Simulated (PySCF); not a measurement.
Structure problem from calculated spectra and properties.

Formula: Si2H6.

- UV, strongest line: among the 10 lowest singlet transitions: S4 at 7.75 eV (160 nm, f = 0.510) [TDDFT CAM-B3LYP/aug-cc-pVTZ]
- Dipole: 0.00 D by symmetry (numerical residue 0.01 D) [CAM-B3LYP/aug-cc-pVTZ]
- NMR, other nuclei: isotropic shieldings of nuclei other than C and H, by class: 456 (2 Si) ppm [GIAO B97-2/pcSseg-2]
- 1H NMR: chemical shifts (computed TMS as zero) by class: 3.70 (6 H) ppm [GIAO B97-2/pcSseg-2]
- Rotational structure: rotational constants A, B, C: 42.919, 5.075, 5.075 GHz [PBE0-D3(BJ)/def2-TZVP]
- UV, first state: lowest singlet excitation: 7.36 eV (168 nm, f = 0.000) [TDDFT CAM-B3LYP/aug-cc-pVTZ]
- XPS: Si2p3/2 106.6 (×2), Si1s 1846.3 (×2) eV [ΔSCF SCAN, pcX-3 on the ionised atom, pcseg-2 elsewhere, spin-free X2C, 2p3/2 from a spin–orbit splitting computed afterwards within the 2p shell]
- Polarisability: 62.2 au [CAM-B3LYP/aug-cc-pVTZ]

The electronic properties come from PySCF, for the isolated species, density fitting. Levels stand in brackets. Isolated species at its PBE0-D3(BJ)/def2-TZVP geometry, gas phase. NMR values are class means; diastereotopic atoms form classes of their own.

Question: What is the compound? Reason from the data.

Answer: Its formula, Si2H6, gives 0 degrees of unsaturation, so no ring and no π bond. All hydrogens form one class (3.70 ppm): Si–H hydrogen. The other shieldings belong to: 456 ppm, SiH3 silicon. The core levels belong to: Si2p3/2 106.6 eV, SiH3 silicon; Si1s 1846.3 eV, SiH3 silicon. The vanishing dipole is forced by symmetry. The optimised geometry has point group D3d and is a prolate symmetric top. Structure: `[SiH3][SiH3]`.
